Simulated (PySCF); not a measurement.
## Where the electron goes

Compound: 1-pentanethiol, C5H12S.
Z-matrix (Å and degrees, GFN2-xTB geometry), rows numbered from 1:
```
C 
C   1  1.5235
C   2  1.5271  1  111.75
C   3  1.5276  2  111.75  1  -179.81
C   4  1.5195  3  111.41  2   179.54
S   5  1.8279  4  112.31  3   179.08
H   1  1.0873  2  110.61  3  -179.93
H   1  1.0878  2  110.53  3    60.00
H   1  1.0877  2  110.49  3   -59.87
H   2  1.0925  1  109.43  3  -121.20
H   2  1.0922  1  109.45  3   121.13
H   3  1.0930  2  109.28  1   -58.64
H   3  1.0926  2  109.35  1    58.92
H   4  1.0923  3  109.70  2   -59.43
H   4  1.0936  3  109.34  2    58.45
H   5  1.0898  4  111.10  3    62.20
H   5  1.0905  4  111.66  3   -59.65
H   6  1.3317  5   96.05  4    61.24
```

The calculation used TDDFT PBE0/def2-SVPD, vertical, gas phase, core orbitals frozen in the response in PySCF.

Frontier orbitals with the atoms that hold most of them (Löwdin shares over 4%, at most four atoms; ? is withheld):

| orbital | ε (eV) | atoms |
| --- | --- | --- |
| LUMO+2 | 0.89 | C1 20%, S6 13%, C2 13%, H7 7% |
| LUMO+1 | 0.76 | S6 56%, H18 13%, C5 6% |
| LUMO | ? | S6 43%, H18 13%, C5 9%, C4 7% |
| HOMO | -6.74 | ? |
| HOMO-1 | -8.79 | ? |
| HOMO-2 | -9.33 | C2 20%, C3 19%, H11 9%, H12 8% |
| HOMO-3 | -9.49 | C2 22%, C3 22%, C1 10%, C4 9% |

Task: Give the leading atoms of the HOMO.

Result: S6 (bonded to C and H) 75%; C5 (bonded to C, S and 2 H) 10%; H18 (bonded to S) 6%.

Task: Give the leading atoms of the HOMO-1.

Result: S6 (bonded to C and H) 38%; C5 (bonded to C, S and 2 H) 14%; C3 (bonded to 2 C and 2 H) 12%; C4 (bonded to 2 C and 2 H) 10%. By element: sulfur 38%, carbon 36% or more.

Task: What is the LUMO energy, and the HOMO–LUMO gap?

Result: ε(LUMO) = 0.28 eV; the gap is 7.01 eV (0.2578 hartree).

Task: How does S1 compare with the orbital gap of 7.01 eV?

Result: S1 is at 5.48 eV (f = 0.0069), 1.54 eV below the gap, made of HOMO→LUMO (90%). 

Task: One configuration dominates each of S1 and S2. Which, and how do the shares of the two leading atoms of either orbital change from the occupied to the empty one?

Result: 
- S1 (5.48 eV, f 0.0069), HOMO→LUMO (90%): S6 75% → 43%, C5 10% → 9%, H18 6% → 13%
- S2 (6.15 eV, f 0.034), HOMO→LUMO+1 (86%): S6 75% → 56%, C5 10% → 6%, H18 6% → 13%

One conformer stands for the species.
